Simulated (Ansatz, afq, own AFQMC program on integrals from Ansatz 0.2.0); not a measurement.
Where AFQMC and coupled cluster stand for GeH₂, singlet

```xyz
3

Ge    0.0000   -0.0303    0.0000
H     0.0000    1.0906   -1.1335
H     0.0000    1.0906    1.1335
```

Basis cc-pVQZ. Only valence electrons are correlated. Integrals, coupled cluster, full CI and functionals: Ansatz 0.2.0; the random walks run on the same integrals in our own AFQMC program. The CISD trial takes its coefficients from CCSD amplitudes. Released means that phaseless walkers are propagated on without the constraint, phases kept. Error bars are statistical, one sigma. No spin–orbit coupling.

Determinant: UHF, the one that the program's search chose, which needn't be the lowest solution. The geometry is a PBE0/def2-TZVP stationary point of this or a neighbouring charge and spin state.

No full CI on the walks' own integrals is used here; CCSDT(Q) serves as the reference and is uncertain by about the last step of the cluster series.

Cautions: no relativity below Rb; no spin-orbit coupling; inner d shell frozen; an unrestricted solution with more broken spin lies lower (37 meV, ⟨S²⟩ 0.26), while this determinant keeps restricted orbitals.

The T1 diagnostic is 0.0132, the weight of the determinant in the CISD state is 0.911 and the ⟨S²⟩ of the determinant is 0.000. The size of the correlated space is 6 electrons in 114 orbitals.

```csv
level,correlation energy (eV)
MP2,-3.0023
CCSD,-3.6326
CCSD(T),-3.7310
```

Question: Estimate where phaseless AFQMC with a CISD trial lies against CCSD(T) on the same integrals.

Answer: 1.4 ± 0.3 kJ/mol below CCSD(T).

Reference: CCSDT(Q), correlation energy -3.752 eV. The released energy is read at 2.40 1/Eh (meV from the phaseless value at times in 1/Eh: -2 ± 3 at 0.24, -4 ± 3 at 0.51, -4 ± 4 at 0.99, -12 ± 3 at 1.62, -9 ± 3 at 2.40).

```tsv
level	E − E(reference) (kJ/mol)	share of correlation (%)
CCSD(T)	2.0	99.45
CCSDT	0.4	99.90
ph-AFQMC/HF	-1.4 ± 2.7	100.38
ph-AFQMC/CISD	0.6 ± 0.3	99.83
released AFQMC	-0.3 ± 0.3	100.08
```

A walk keeps the symmetry of its determinant, which the program's search chose and which needn't be the lowest solution, so a lower state of the same spin and another symmetry isn't excluded. Released energies are given only where the last usable release times agree within the noise; a slower fall can still hide under it.
